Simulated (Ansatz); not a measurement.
Working through vertical and adiabatic energies of changing the electron count of HNaO, SMILES [OH][Na]

Computed with the Python package of Ansatz (0.2.0).

The cells in order, each with its output:

In [1]:
```python
import ansatz as az
import numpy as np
```

In [2]:
```python
BASIS = "def2-SVP"
XC = "r2scan"
CHARGE = 1
```

In [3]:
```python
molecule = (
    az.Crystal.molecule()
    .atom("O", (-0.3525, -0.5317, -0.259))
    .atom("Na", (1.2721, 0.1148, 0.7115))
    .atom("H", (-0.9306, 0.352, -0.4657))
)

setup = molecule.calculation().basis(gaussian=BASIS).functional(XC)
symbols = [site.symbol for site in molecule.cartesian_sites]
start = np.array([site.position_ang for site in molecule.cartesian_sites], dtype=float)
summary = setup.relax(force_tolerance=0.01, max_steps=100).run(threads=1).report
end = np.array(summary["positions_ang"])

minimum = az.Crystal.molecule()
for symbol, place in zip(symbols, end):
    minimum = minimum.atom(symbol, place.tolist())
ion = (
    minimum.calculation()
    .basis(gaussian=BASIS)
    .functional(XC)
    .charge(CHARGE)
    .spin("collinear", total=1)
)
vertical = ion.run(threads=1).report
settled = ion.relax(force_tolerance=0.01, max_steps=80).run(threads=1).report
print(f"vertical ionisation energy   {vertical['free_energy_ev'] - summary['free_energy_ev']:.3f} eV")
print(f"adiabatic, no zero point     {settled['free_energy_ev'] - summary['free_energy_ev']:.3f} eV")
print(f"relaxation energy of the ion {vertical['free_energy_ev'] - settled['free_energy_ev']:.3f} eV")
ionised = np.array(settled["positions_ang"])
print("final positions (A) and the move of each atom")
for symbol, xyz, old in zip(symbols, ionised, end):
    print(f"{symbol:2s} {xyz[0]:10.5f} {xyz[1]:10.5f} {xyz[2]:10.5f}   {np.linalg.norm(xyz - old):7.4f}")
```
```text
vertical ionisation energy   7.626 eV
adiabatic, no zero point     7.314 eV
relaxation energy of the ion 0.312 eV
final positions (A) and the move of each atom
O    -0.37463   -0.01132   -0.20634    0.1042
Na    1.59986   -0.06620    0.86853    0.2305
H    -1.23624    0.01263   -0.67539    0.1263
```

The energies are electronic: no zero-point or thermal terms, and the basis set is short of its limit. The product may relax into another structure. Each relaxation finds its nearest minimum, which needn't be the lowest. It ran for 89 s on 1 thread of Arm Neoverse V2, on a shared host, peak memory 0.23 GiB.
